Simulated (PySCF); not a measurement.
Compound: 1,2-propanediol, C3H8O2.
Structure used (PBE0-D3(BJ)/def2-TZVP), in Å, numbered top down from 1:
```xyz
13
C3H8O2 angstrom
C     -1.179    0.580   -0.410
C     -0.125   -0.498   -0.278
O     -0.302   -1.259    0.911
C      1.282    0.062   -0.182
O      1.447    0.881    0.950
H     -2.184    0.147   -0.408
H     -1.058    1.125   -1.349
H     -1.100    1.292    0.414
H     -0.165   -1.164   -1.153
H     -1.236   -1.451    1.018
H      1.993   -0.775   -0.168
H      1.498    0.675   -1.060
H      1.135    0.364    1.700
```

Linear response at PBE0/aug-cc-pVTZ (PySCF, frozen core in the response, non-relativistic). Isolated species at its PBE0-D3(BJ)/def2-TZVP geometry (one conformer only).

Static isotropic polarisability: 49.51 au (7.34 Å³), principal values 47.4, 49.2, 51.8 au.

(1) What is the polarisability at 1064 nm and at the sodium D line?

(2) What is the isotropic C6 coefficient between two such molecules, C6 = (3/π)∫α(iω)² dω?

(3) Which effective excitation energy ω̄ makes London's formula C6 = (3/4)α²ω̄ exact here?

(4) The lowest 10 singlets have (eV, f): 6.52, 0.002; 6.73, 0.008; 7.10, 0.021; 7.30, 0.004; 7.42, 0.009; 7.52, 0.044; 7.80, 0.002; 7.82, 0.004; 7.90, 0.004; 8.00, 0.031. What share of the static polarisability do they carry in the sum over states α = Σ f/ω²?

(5) What molar refraction at the D line follows from R = (4π/3)·N_A·α′, with α′ the polarisability volume?

(6) What n − 1 at the D line would an ideal gas of it have at 273.15 K and 1 atm (2.6868 × 10¹⁹ cm⁻³), by n − 1 = 2π·N·α′?

Results:

(1) 49.84 au at 1064 nm (+0.7 %), 50.60 au at 589.3 nm (+2.2 %). The rise at 589.3 nm is 3.35 times that at 1064 nm; a pure ω² law gives 3.26. The lowest singlet lies at 190 nm, shorter than both wavelengths.

(2) 1147 au (Eh·bohr⁶) by a ten-point quadrature over imaginary frequencies, which is 685 eV·Å⁶ or 66.1 J·nm⁶/mol.

(3) ω̄ = 4·C6/(3α²) = 0.624 Eh = 17.0 eV. A one-pole form α(ω) = α/(1 − ω²/ω̄²) fitted to the 1064 nm value gives 14.4 eV.

(4) 1.71 au, 3.4 % of α; the largest term, 0.58 au, is that of the state at 7.52 eV. Their oscillator strengths add up to 0.13. Higher states carry the rest.

(5) α′ = 7.50 Å³ gives R = 18.91 cm³/mol, for isolated, non-vibrating species.

(6) 12.66 × 10⁻⁴, a formal value whether or not that pressure can be reached.

The run took 43 s wall, 99 s CPU (with the writing of density and orbital grids) on AMD EPYC 7B13, 2 threads, no GPU, shared host with 64 logical CPUs at a one-minute load of 11, and the process peaked at 1.9 GiB of memory. This is the whole response run at PBE0/aug-cc-pVTZ, SCF included.
